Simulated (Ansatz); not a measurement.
# Structure relaxation of AgPdCl3

Level of theory: DFT PBE, scalar-relativistic, plane waves, PAW (Ansatz 0.2.0). Cutoff 420 eV, Γ-centred k mesh, Gaussian smearing, no spin polarisation in the final step.

The start puts AgPdCl3 on the hexagonal perovskite (2H) structure type (P6_3/mmc, No. 194), with Pd in place of Ba, Ag in place of Ni, Cl in place of O, at a guessed volume.

```
Ag Pd Cl
1.0
     6.74067    0.00000    0.00000
    -3.37033    5.83759    0.00000
     0.00000    0.00000    5.75890
Ag Pd Cl
2 2 6
Direct
  0.00000 0.00000 0.50000
  0.00000 0.00000 0.00000
  0.33333 0.66667 0.75000
  0.66667 0.33333 0.25000
  0.14600 0.29200 0.25000
  0.85400 0.14600 0.75000
  0.85400 0.70800 0.75000
  0.14600 0.85400 0.25000
  0.70800 0.85400 0.25000
  0.29200 0.14600 0.75000
```

Cell and atoms relax at zero pressure; the relaxation can't lower the symmetry of the start. After a coarse first stage the cell is made exact in the group found at 0.06 Å.

Formation energies are uncorrected and refer to the elements' standard structures at the same level (Cl₂ as a molecule).

Q: Which crystal results?

A: It keeps P6_3/mmc (No. 194). The result still has the hexagonal perovskite (2H) structure. Conventional cell: a = 6.422 Å, c = 6.721 Å. Ag is coordinated by 6 Cl at 2.58 Å; Pd has 6 Cl at 3.21 Å (next Cl at 3.79 Å); Cl is coordinated by 2 Ag at 2.58 Å (next Cl at 3.03 Å).

```xyz
10
Lattice="6.4220 0.0000 0.0000 -3.2110 5.5616 0.0000 0.0000 0.0000 6.7214" Properties=species:S:1:pos:R:3 pbc="T T T"
Ag    0.0000    0.0000    3.3607
Ag    0.0000    0.0000    0.0000
Pd    0.0000    3.7078    5.0410
Pd    3.2110    1.8539    1.6803
Cl    0.0000    1.9561    1.6803
Cl    4.7280    0.9780    5.0410
Cl    3.2110    3.6055    5.0410
Cl   -1.5170    4.5836    1.6803
Cl    1.5170    4.5836    1.6803
Cl    1.6940    0.9780    5.0410
```

Q: What are its volume, energy, density and gap?

A: The volume per atom is 24.01 Å³, the density is 4.44 g/cm³ and the energy over the elements is 0.20 eV/atom. The gap on the 6×6×6 mesh is 0 eV (a metal).

The final run used a 6×6×6 mesh on its 10-atom cell and 0.10 eV smearing. For metals, differences of a few meV/atom aren't resolved. A structure relaxed within its symmetry needn't be a true minimum.

Cost: 3 runs of about 7.2 core-minutes in all, on Arm Neoverse V1 (shared hosts).